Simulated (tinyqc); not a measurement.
Worked calculation (part 1 of 2): RHF in the sto-3g basis, for H2O, spin multiplicity 1. Computed by tinyqc, a small Python program that keeps every step (integrals from PySCF). Settings: charge = 0, multiplicity = 1, basis = sto-3g, energy threshold = 1e-10, iteration cap = 83, orthogonalisation = symmetric, start = core, DIIS depth = 0, method = RHF. Command: `OMP_NUM_THREADS=1 python tinyqc.py 24170 24171 out.jsonl` (the two numbers bound the seeds that draw the settings). One thread of a shared host (Intel(R) Xeon(R) Processor @ 2.60GHz), about 0.06 s of CPU time with the checks. Later iterations appear only in the table of the cycle.

## One-electron integrals

Geometry (angstrom):
```
atom       x        y       z
O     0.0000   0.0000  0.0000
H     0.0000   0.6480  0.6080
H     0.0000  -0.6680  0.6270
```

Basis sto-3g: exponents (1/bohr^2) and contraction coefficients of normalised primitives:
```
element  l (shell)  exponent  coefficient
O            s (1)  130.7093       0.1543
O            s (1)   23.8089       0.5353
O            s (1)    6.4436       0.4446
O            s (2)    5.0332      -0.1000
O            s (2)    1.1696       0.3995
O            s (2)    0.3804       0.7001
O            p (3)    5.0332       0.1559
O            p (3)    1.1696       0.6077
O            p (3)    0.3804       0.3920
H            s (1)    3.4253       0.1543
H            s (1)    0.6239       0.5353
H            s (1)    0.1689       0.4446
```

Overlap, kinetic and nuclear-attraction integrals over the contracted functions; the nuclear repulsion is the sum of Za Zb / Rab.

nuclear repulsion = 9.787156 hartree

overlap S:
```
         1O 1s   1O 2s  1O 2px   1O 2py  1O 2pz   2H 1s    3H 1s
1O 1s   1.0000  0.2367  0.0000   0.0000  0.0000  0.0635   0.0595
1O 2s   0.2367  1.0000  0.0000   0.0000  0.0000  0.5208   0.5021
1O 2px  0.0000  0.0000  1.0000   0.0000  0.0000  0.0000   0.0000
1O 2py  0.0000  0.0000  0.0000   1.0000  0.0000  0.3034  -0.2970
1O 2pz  0.0000  0.0000  0.0000   0.0000  1.0000  0.2847   0.2788
2H 1s   0.0635  0.5208  0.0000   0.3034  0.2847  1.0000   0.3318
3H 1s   0.0595  0.5021  0.0000  -0.2970  0.2788  0.3318   1.0000
```

kinetic energy T (hartree):
```
          1O 1s    1O 2s  1O 2px   1O 2py  1O 2pz   2H 1s    3H 1s
1O 1s   29.0032  -0.1680  0.0000   0.0000  0.0000  0.0033   0.0007
1O 2s   -0.1680   0.8081  0.0000   0.0000  0.0000  0.1643   0.1493
1O 2px   0.0000   0.0000  2.5287   0.0000  0.0000  0.0000   0.0000
1O 2py   0.0000   0.0000  0.0000   2.5287  0.0000  0.2477  -0.2310
1O 2pz   0.0000   0.0000  0.0000   0.0000  2.5287  0.2324   0.2168
2H 1s    0.0033   0.1643  0.0000   0.2477  0.2324  0.7600   0.0312
3H 1s    0.0007   0.1493  0.0000  -0.2310  0.2168  0.0312   0.7600
```

nuclear attraction V (hartree):
```
           1O 1s     1O 2s    1O 2px    1O 2py    1O 2pz    2H 1s    3H 1s
1O 1s   -61.7916   -7.4608    0.0000   -0.0008   -0.0239  -2.0643  -1.9326
1O 2s    -7.4608  -10.2031    0.0000   -0.0070   -0.2748  -4.3750  -4.1803
1O 2px    0.0000    0.0000  -10.0354    0.0000    0.0000   0.0000   0.0000
1O 2py   -0.0008   -0.0070    0.0000  -10.1865   -0.0045  -2.2721   2.1956
1O 2pz   -0.0239   -0.2748    0.0000   -0.0045  -10.1684  -2.2393  -2.1672
2H 1s    -2.0643   -4.3750    0.0000   -2.2721   -2.2393  -6.1627  -2.1810
3H 1s    -1.9326   -4.1803    0.0000    2.1956   -2.1672  -2.1810  -6.0486
```

core Hamiltonian H = T + V (hartree):
```
           1O 1s    1O 2s   1O 2px   1O 2py   1O 2pz    2H 1s    3H 1s
1O 1s   -32.7884  -7.6288   0.0000  -0.0008  -0.0239  -2.0609  -1.9318
1O 2s    -7.6288  -9.3950   0.0000  -0.0070  -0.2748  -4.2107  -4.0310
1O 2px    0.0000   0.0000  -7.5066   0.0000   0.0000   0.0000   0.0000
1O 2py   -0.0008  -0.0070   0.0000  -7.6577  -0.0045  -2.0244   1.9645
1O 2pz   -0.0239  -0.2748   0.0000  -0.0045  -7.6397  -2.0069  -1.9504
2H 1s    -2.0609  -4.2107   0.0000  -2.0244  -2.0069  -5.4027  -2.1498
3H 1s    -1.9318  -4.0310   0.0000   1.9645  -1.9504  -2.1498  -5.2886
```

## Two-electron integrals

Functions are numbered as in S; the eight-fold symmetry (ij|kl) = (ji|kl) = (kl|ij) leaves the list below.

Two-electron integrals (ij|kl) in chemists' order, unique and non-zero (hartree):
```
(11|11) 4.7851      (21|11) 0.7414      (21|21) 0.1369      (22|11) 1.1189
(22|21) 0.2566      (22|22) 0.8172      (31|31) 0.0245      (32|31) 0.0378
(32|32) 0.1805      (33|11) 1.1158      (33|21) 0.2567      (33|22) 0.8170
(33|33) 0.8802      (41|41) 0.0245      (42|41) 0.0378      (42|42) 0.1805
(43|43) 0.0474      (44|11) 1.1158      (44|21) 0.2567      (44|22) 0.8170
(44|33) 0.7853      (44|44) 0.8802      (51|51) 0.0245      (52|51) 0.0378
(52|52) 0.1805      (53|53) 0.0474      (54|54) 0.0474      (55|11) 1.1158
(55|21) 0.2567      (55|22) 0.8170      (55|33) 0.7853      (55|44) 0.7853
(55|55) 0.8802      (61|11) 0.2024      (61|21) 0.0370      (61|22) 0.0688
(61|33) 0.0687      (61|41) 0.0012      (61|42) 0.0023      (61|44) 0.0689
(61|51) 0.0011      (61|52) 0.0021      (61|54) 1.93e-04    (61|55) 0.0689
(61|61) 0.0101      (62|11) 0.4535      (62|21) 0.1051      (62|22) 0.3662
(62|33) 0.3603      (62|41) 0.0057      (62|42) 0.0419      (62|44) 0.3695
(62|51) 0.0053      (62|52) 0.0393      (62|54) 0.0086      (62|55) 0.3684
(62|61) 0.0289      (62|62) 0.1968      (63|31) 0.0115      (63|32) 0.0650
(63|43) 0.0089      (63|53) 0.0083      (63|63) 0.0293      (64|11) 0.2256
(64|21) 0.0530      (64|22) 0.1974      (64|33) 0.1882      (64|41) 0.0140
(64|42) 0.0867      (64|44) 0.2110      (64|51) 0.0024      (64|52) 0.0203
(64|54) 0.0130      (64|55) 0.1926      (64|61) 0.0153      (64|62) 0.1289
(64|64) 0.1129      (65|11) 0.2117      (65|21) 0.0498      (65|22) 0.1852
(65|33) 0.1766      (65|41) 0.0024      (65|42) 0.0203      (65|44) 0.1813
(65|51) 0.0137      (65|52) 0.0841      (65|54) 0.0133      (65|55) 0.1974
(65|61) 0.0143      (65|62) 0.1209      (65|64) 0.0784      (65|65) 0.1029
(66|11) 0.5661      (66|21) 0.1334      (66|22) 0.5285      (66|33) 0.5070
(66|41) 0.0100      (66|42) 0.0990      (66|44) 0.5410      (66|51) 0.0094
(66|52) 0.0929      (66|54) 0.0319      (66|55) 0.5370      (66|61) 0.0370
(66|62) 0.3448      (66|64) 0.2583      (66|65) 0.2423      (66|66) 0.7746
(71|11) 0.1895      (71|21) 0.0347      (71|22) 0.0645      (71|33) 0.0644
(71|41) -0.0012     (71|42) -0.0022     (71|44) 0.0646      (71|51) 0.0011
(71|52) 0.0020      (71|54) -1.83e-04   (71|55) 0.0645      (71|61) 0.0094
(71|62) 0.0264      (71|64) 0.0126      (71|65) 0.0131      (71|66) 0.0334
(71|71) 0.0089      (72|11) 0.4329      (72|21) 0.1004      (72|22) 0.3508
(72|33) 0.3450      (72|41) -0.0054     (72|42) -0.0405     (72|44) 0.3540
(72|51) 0.0051      (72|52) 0.0380      (72|54) -0.0084     (72|55) 0.3529
(72|61) 0.0269      (72|62) 0.1603      (72|64) 0.0710      (72|65) 0.0963
(72|66) 0.2398      (72|71) 0.0259      (72|72) 0.1819      (73|31) 0.0108
(73|32) 0.0619      (73|43) -0.0086     (73|53) 0.0080      (73|63) 0.0232
(73|73) 0.0268      (74|11) -0.2183     (74|21) -0.0513     (74|22) -0.1916
(74|33) -0.1827     (74|41) 0.0133      (74|42) 0.0831      (74|44) -0.2047
(74|51) -0.0023     (74|52) -0.0199     (74|54) 0.0126      (74|55) -0.1870
(74|61) -0.0131     (74|62) -0.0724     (74|64) -0.0091     (74|65) -0.0424
(74|66) -0.0926     (74|71) -0.0138     (74|72) -0.1207     (74|74) 0.1061
(75|11) 0.2049      (75|21) 0.0482      (75|22) 0.1798      (75|33) 0.1715
(75|41) -0.0023     (75|42) -0.0199     (75|44) 0.1761      (75|51) 0.0130
(75|52) 0.0805      (75|54) -0.0128     (75|55) 0.1916      (75|61) 0.0135
(75|62) 0.0972      (75|64) 0.0420      (75|65) 0.0808      (75|66) 0.1607
(75|71) 0.0130      (75|72) 0.1133      (75|74) -0.0744     (75|75) 0.0966
(76|11) 0.2139      (76|21) 0.0501      (76|22) 0.1897      (76|33) 0.1850
(76|41) -3.06e-05   (76|42) -3.41e-04   (76|44) 0.1881      (76|51) 0.0040
(76|52) 0.0352      (76|54) -1.06e-04   (76|55) 0.1959      (76|61) 0.0137
(76|62) 0.1030      (76|64) 0.0574      (76|65) 0.0713      (76|66) 0.1877
(76|71) 0.0128      (76|72) 0.0996      (76|74) -0.0566     (76|75) 0.0696
(76|76) 0.0652      (77|11) 0.5520      (77|21) 0.1301      (77|22) 0.5183
(77|33) 0.4971      (77|41) -0.0097     (77|42) -0.0969     (77|44) 0.5305
(77|51) 0.0091      (77|52) 0.0910      (77|54) -0.0313     (77|55) 0.5265
(77|61) 0.0348      (77|62) 0.2455      (77|64) 0.0928      (77|65) 0.1630
(77|66) 0.3875      (77|71) 0.0339      (77|72) 0.3290      (77|74) -0.2495
(77|75) 0.2342      (77|76) 0.1877      (77|77) 0.7746
```

## Orthogonalisation

S = U s U^T; symmetric (Loewdin) form X = U s^(-1/2) U^T, so that X^T S X = 1.

eigenvalues of S: 0.3052  0.3796  0.8781  1.0000  1.1005  1.2899  2.0467

X:
```
          1O 1s    1O 2s  1O 2px   1O 2py   1O 2pz    2H 1s    3H 1s
1O 1s    1.0244  -0.1459  0.0000  -0.0004  -0.0125   0.0228   0.0222
1O 2s   -0.1459   1.2915  0.0000   0.0083   0.1456  -0.3396  -0.3135
1O 2px   0.0000   0.0000  1.0000   0.0000   0.0000   0.0000   0.0000
1O 2py  -0.0004   0.0083  0.0000   1.1176   0.0036  -0.2507   0.2405
1O 2pz  -0.0125   0.1456  0.0000   0.0036   1.0786  -0.1823  -0.1716
2H 1s    0.0228  -0.3396  0.0000  -0.2507  -0.1823   1.2721  -0.1288
3H 1s    0.0222  -0.3135  0.0000   0.2405  -0.1716  -0.1288   1.2488
```

## Starting guess

The start is the orbitals of the core Hamiltonian; D = 2 C_occ C_occ^T.

D at the start:
```
          1O 1s    1O 2s  1O 2px   1O 2py   1O 2pz    2H 1s    3H 1s
1O 1s    2.1364  -0.6244  0.0000  -0.0030  -0.0708   0.0973   0.0914
1O 2s   -0.6244   2.8516  0.0000   0.0245   0.4512  -0.4474  -0.4172
1O 2px   0.0000   0.0000  2.0000   0.0000   0.0000   0.0000   0.0000
1O 2py  -0.0030   0.0245  0.0000   2.3964   0.0121  -0.4170   0.3967
1O 2pz  -0.0708   0.4512  0.0000   0.0121   2.2695  -0.3112  -0.2949
2H 1s    0.0973  -0.4474  0.0000  -0.4170  -0.3112   0.1674   0.0215
3H 1s    0.0914  -0.4172  0.0000   0.3967  -0.2949   0.0215   0.1520
```

## Iteration 1: building the Fock matrix

J_ij = sum D_kl (ij|kl), K_ij = sum D_kl (ik|jl); F = H + J - 0.5 K; E = tr D H + tr D J / 2 - 0.25 tr D K + E_nn.

Coulomb J (hartree):
```
          1O 1s    1O 2s  1O 2px   1O 2py   1O 2pz   2H 1s    3H 1s
1O 1s   18.8066   3.5914  0.0000   0.0002   0.0051  0.9705   0.9093
1O 2s    3.5914   8.8891  0.0000  -0.0006  -0.0103  3.8631   3.6979
1O 2px   0.0000   0.0000  8.8876   0.0000   0.0000  0.0000   0.0000
1O 2py   0.0002  -0.0006  0.0000   8.8786  -0.0006  2.0360  -1.9758
1O 2pz   0.0051  -0.0103  0.0000  -0.0006   8.8776  1.9036   1.8475
2H 1s    0.9705   3.8631  0.0000   2.0360   1.9036  5.3344   1.9464
3H 1s    0.9093   3.6979  0.0000  -1.9758   1.8475  1.9464   5.2250
```

exchange K (hartree):
```
         1O 1s    1O 2s  1O 2px   1O 2py   1O 2pz   2H 1s    3H 1s
1O 1s   9.8626   1.7266  0.0000   0.0001   0.0019  0.4873   0.4572
1O 2s   1.7266   2.8776  0.0000  -0.0005  -0.0021  1.1074   1.0559
1O 2px  0.0000   0.0000  2.3818   0.0000   0.0000  0.0000   0.0000
1O 2py  0.0001  -0.0005  0.0000   2.3706  -0.0011  0.4370  -0.4232
1O 2pz  0.0019  -0.0021  0.0000  -0.0011   2.3669  0.4064   0.3925
2H 1s   0.4873   1.1074  0.0000   0.4370   0.4064  0.6250   0.4068
3H 1s   0.4572   1.0559  0.0000  -0.4232   0.3925  0.4068   0.5750
```

Fock matrix F (hartree):
```
           1O 1s    1O 2s  1O 2px   1O 2py   1O 2pz    2H 1s    3H 1s
1O 1s   -18.9131  -4.9007  0.0000  -0.0007  -0.0197  -1.3341  -1.2512
1O 2s    -4.9007  -1.9448  0.0000  -0.0074  -0.2840  -0.9013  -0.8611
1O 2px    0.0000   0.0000  0.1901   0.0000   0.0000   0.0000   0.0000
1O 2py   -0.0007  -0.0074  0.0000   0.0355  -0.0046  -0.2068   0.2003
1O 2pz   -0.0197  -0.2840  0.0000  -0.0046   0.0545  -0.3065  -0.2992
2H 1s    -1.3341  -0.9013  0.0000  -0.2068  -0.3065  -0.3808  -0.4069
3H 1s    -1.2512  -0.8611  0.0000   0.2003  -0.2992  -0.4069  -0.3511
```

total energy of this density = -73.180575 hartree

## Iteration 1: diagonalisation and new density

Diagonalise F' = X^T F X, C = X C', fill 5 alpha and 5 beta electrons from the bottom; D = 2 C_occ C_occ^T. Each column has its largest component positive (the first on a tie).

F' = X^T F X (hartree):
```
          1        2       3        4        5        6        7
1  -18.5312  -2.6411  0.0000   0.0003  -0.0254  -0.2465  -0.2193
2   -2.6411  -0.7706  0.0000   0.0038  -0.0579  -0.4765  -0.4436
3    0.0000   0.0000  0.1901   0.0000   0.0000   0.0000   0.0000
4    0.0003   0.0038  0.0000   0.2728   0.0013  -0.3705   0.3584
5   -0.0254  -0.0579  0.0000   0.0013   0.2106  -0.3015  -0.2869
6   -0.2465  -0.4765  0.0000  -0.3705  -0.3015   0.2267  -0.1450
7   -0.2193  -0.4436  0.0000   0.3584  -0.2869  -0.1450   0.2070
```

orbital energies (hartree): MO1 -18.9251, MO2 -0.8699, MO3 -0.1999, MO4 0.0677, MO5 0.1901, MO6 0.7042, MO7 0.8382

coefficients C:
```
            MO1      MO2      MO3      MO4     MO5      MO6      MO7
1O 1s    0.9929  -0.2206   0.0005  -0.1479  0.0000   0.1222   0.0219
1O 2s    0.0326   0.7520  -0.0053   0.7351  0.0000  -0.8872  -0.1730
1O 2px   0.0000   0.0000   0.0000   0.0000  1.0000   0.0000   0.0000
1O 2py   0.0002   0.0068   0.5887  -0.0086  0.0000   0.1559  -0.9995
1O 2pz   0.0056   0.2488  -0.0019  -0.6753  0.0000  -0.8427  -0.1387
2H 1s   -0.0079   0.1838   0.4736  -0.3054  0.0000   0.6721   1.0216
3H 1s   -0.0074   0.1749  -0.4925  -0.3062  0.0000   0.9197  -0.7413
```

D after iteration 1:
```
          1O 1s    1O 2s  1O 2px   1O 2py   1O 2pz    2H 1s    3H 1s
1O 1s    2.1127  -0.4844  0.0000   0.0006   0.1011  -0.0059  -0.0018
1O 2s   -0.4844   2.2139  0.0000  -0.0087  -0.6182  -0.1781  -0.1824
1O 2px   0.0000   0.0000  2.0000   0.0000   0.0000   0.0000   0.0000
1O 2py   0.0006  -0.0087  0.0000   0.6933   0.0128   0.5653  -0.5721
1O 2pz   0.1011  -0.6182  0.0000   0.0128   1.0361   0.5021   0.5025
2H 1s   -0.0059  -0.1781  0.0000   0.5653   0.5021   0.7028  -0.2150
3H 1s   -0.0018  -0.1824  0.0000  -0.5721   0.5025  -0.2150   0.7338
```

## Iteration 2: building the Fock matrix

As before.

Coulomb J (hartree):
```
          1O 1s    1O 2s  1O 2px   1O 2py   1O 2pz   2H 1s    3H 1s
1O 1s   17.3419   3.2693  0.0000   0.0000  -0.0019  0.8837   0.8279
1O 2s    3.2693   8.1914  0.0000  -0.0012   0.0846  3.6741   3.5219
1O 2px   0.0000   0.0000  8.1940   0.0000   0.0000  0.0000   0.0000
1O 2py   0.0000  -0.0012  0.0000   8.1706   0.0014  1.9707  -1.9166
1O 2pz  -0.0019   0.0846  0.0000   0.0014   8.1855  1.8938   1.8406
2H 1s    0.8837   3.6741  0.0000   1.9707   1.8938  5.4088   1.9239
3H 1s    0.8279   3.5219  0.0000  -1.9166   1.8406  1.9239   5.3270
```

exchange K (hartree):
```
         1O 1s    1O 2s  1O 2px   1O 2py   1O 2pz   2H 1s    3H 1s
1O 1s   9.7713   1.6464  0.0000   0.0002   0.0104  0.4631   0.4345
1O 2s   1.6464   2.6374  0.0000   0.0015  -0.0630  1.2562   1.2079
1O 2px  0.0000   0.0000  2.2778   0.0000   0.0000  0.0000   0.0000
1O 2py  0.0002   0.0015  0.0000   1.7672   0.0161  0.6717  -0.6635
1O 2pz  0.0104  -0.0630  0.0000   0.0161   1.9239  0.6549   0.6436
2H 1s   0.4631   1.2562  0.0000   0.6717   0.6549  1.4179   0.5965
3H 1s   0.4345   1.2079  0.0000  -0.6635   0.6436  0.5965   1.3912
```

Fock matrix F (hartree):
```
           1O 1s    1O 2s   1O 2px   1O 2py   1O 2pz    2H 1s    3H 1s
1O 1s   -20.3322  -5.1827   0.0000  -0.0009  -0.0310  -1.4087  -1.3211
1O 2s    -5.1827  -2.5223   0.0000  -0.0090  -0.1587  -1.1647  -1.1131
1O 2px    0.0000   0.0000  -0.4516   0.0000   0.0000   0.0000   0.0000
1O 2py   -0.0009  -0.0090   0.0000  -0.3707  -0.0112  -0.3895   0.3797
1O 2pz   -0.0310  -0.1587   0.0000  -0.0112  -0.4161  -0.4406  -0.4316
2H 1s    -1.4087  -1.1647   0.0000  -0.3895  -0.4406  -0.7029  -0.5242
3H 1s    -1.3211  -1.1131   0.0000   0.3797  -0.4316  -0.5242  -0.6572
```

total energy of this density = -74.927832 hartree

## Iteration 2: diagonalisation and new density

As before.

F' = X^T F X (hartree):
```
          1        2        3        4        5        6        7
1  -19.9512  -2.6910   0.0000   0.0003  -0.0559  -0.2528  -0.2247
2   -2.6910  -1.2657   0.0000   0.0034   0.1355  -0.5706  -0.5351
3    0.0000   0.0000  -0.4516   0.0000   0.0000   0.0000   0.0000
4    0.0003   0.0034   0.0000  -0.0596  -0.0052  -0.4937   0.4837
5   -0.0559   0.1355   0.0000  -0.0052  -0.2081  -0.3878  -0.3751
6   -0.2528  -0.5706   0.0000  -0.4937  -0.3878   0.0351  -0.1487
7   -0.2247  -0.5351   0.0000   0.4837  -0.3751  -0.1487   0.0281
```

orbital energies (hartree): MO1 -20.3409, MO2 -1.3462, MO3 -0.6411, MO4 -0.5168, MO5 -0.4516, MO6 0.6594, MO7 0.7642

coefficients C:
```
            MO1      MO2      MO3      MO4     MO5      MO6      MO7
1O 1s    0.9941  -0.2334   0.0065   0.1091  0.0000   0.1290   0.0208
1O 2s    0.0272   0.8338  -0.0353  -0.5806  0.0000  -0.9287  -0.1648
1O 2px   0.0000   0.0000   0.0000   0.0000  1.0000   0.0000   0.0000
1O 2py   0.0002   0.0091   0.6313  -0.0192  0.0000   0.1368  -0.9758
1O 2pz   0.0052   0.1523   0.0262   0.7465  0.0000  -0.8069  -0.1234
2H 1s   -0.0066   0.1507   0.4479   0.2656  0.0000   0.6970   1.0330
3H 1s   -0.0062   0.1384  -0.4402   0.2999  0.0000   0.9291  -0.7721
```

D after iteration 2:
```
          1O 1s    1O 2s  1O 2px   1O 2py   1O 2pz    2H 1s    3H 1s
1O 1s    2.1094  -0.4623  0.0000   0.0002   0.1024  -0.0197  -0.0172
1O 2s   -0.4623   2.0687  0.0000  -0.0070  -0.6143  -0.0890  -0.0868
1O 2px   0.0000   0.0000  2.0000   0.0000   0.0000   0.0000   0.0000
1O 2py   0.0002  -0.0070  0.0000   0.7979   0.0072   0.5580  -0.5648
1O 2pz   0.1024  -0.6143  0.0000   0.0072   1.1622   0.4658   0.4667
2H 1s   -0.0197  -0.0890  0.0000   0.5580   0.4658   0.5878  -0.1932
3H 1s   -0.0172  -0.0868  0.0000  -0.5648   0.4667  -0.1932   0.6058
```

## Iteration 13 (converged): orbitals

converged F (hartree):
```
           1O 1s    1O 2s   1O 2px   1O 2py   1O 2pz    2H 1s    3H 1s
1O 1s   -20.2396  -5.1657   0.0000  -0.0007  -0.0321  -1.4044  -1.3171
1O 2s    -5.1657  -2.4745   0.0000  -0.0082  -0.1687  -1.1566  -1.1069
1O 2px    0.0000   0.0000  -0.4029   0.0000   0.0000   0.0000   0.0000
1O 2py   -0.0007  -0.0082   0.0000  -0.3487  -0.0087  -0.3853   0.3772
1O 2pz   -0.0321  -0.1687   0.0000  -0.0087  -0.4031  -0.4360  -0.4280
2H 1s    -1.4044  -1.1566   0.0000  -0.3853  -0.4360  -0.6944  -0.5233
3H 1s    -1.3171  -1.1069   0.0000   0.3772  -0.4280  -0.5233  -0.6513
```

As before.

F' = X^T F X (hartree):
```
          1        2        3        4        5        6        7
1  -19.8578  -2.6927   0.0000   0.0004  -0.0563  -0.2505  -0.2224
2   -2.6927  -1.2041   0.0000   0.0042   0.1262  -0.5775  -0.5429
3    0.0000   0.0000  -0.4029   0.0000   0.0000   0.0000   0.0000
4    0.0004   0.0042   0.0000  -0.0351  -0.0026  -0.4962   0.4863
5   -0.0563   0.1262   0.0000  -0.0026  -0.1984  -0.3831  -0.3705
6   -0.2505  -0.5775   0.0000  -0.4962  -0.3831   0.0437  -0.1512
7   -0.2224  -0.5429   0.0000   0.4863  -0.3705  -0.1512   0.0347
```

orbital energies (hartree): MO1 -20.2486, MO2 -1.3137, MO3 -0.6260, MO4 -0.4852, MO5 -0.4029, MO6 0.6724, MO7 0.7841

coefficients C:
```
            MO1      MO2      MO3      MO4     MO5      MO6      MO7
1O 1s    0.9940  -0.2295   0.0044   0.1134  0.0000  -0.1329   0.0221
1O 2s    0.0277   0.8091  -0.0249  -0.5889  0.0000   0.9442  -0.1723
1O 2px   0.0000   0.0000   0.0000   0.0000  1.0000   0.0000   0.0000
1O 2py   0.0002   0.0080   0.6261  -0.0096  0.0000  -0.1428  -0.9785
1O 2pz   0.0053   0.1636   0.0137   0.7543  0.0000   0.7970  -0.1275
2H 1s   -0.0067   0.1656   0.4488   0.2576  0.0000  -0.6934   1.0348
3H 1s   -0.0063   0.1544  -0.4498   0.2764  0.0000  -0.9360  -0.7640
```

D after iteration 13:
```
          1O 1s    1O 2s  1O 2px   1O 2py   1O 2pz    2H 1s    3H 1s
1O 1s    2.1072  -0.4501  0.0000   0.0002   0.1066  -0.0269  -0.0247
1O 2s   -0.4501   2.0056  0.0000  -0.0070  -0.6240  -0.0582  -0.0537
1O 2px   0.0000   0.0000  2.0000   0.0000   0.0000   0.0000   0.0000
1O 2py   0.0002  -0.0070  0.0000   0.7843   0.0054   0.5597  -0.5660
1O 2pz   0.1066  -0.6240  0.0000   0.0054   1.1919   0.4551   0.4551
2H 1s   -0.0269  -0.0582  0.0000   0.5597   0.4551   0.5905  -0.2101
3H 1s   -0.0247  -0.0537  0.0000  -0.5660   0.4551  -0.2101   0.6052
```
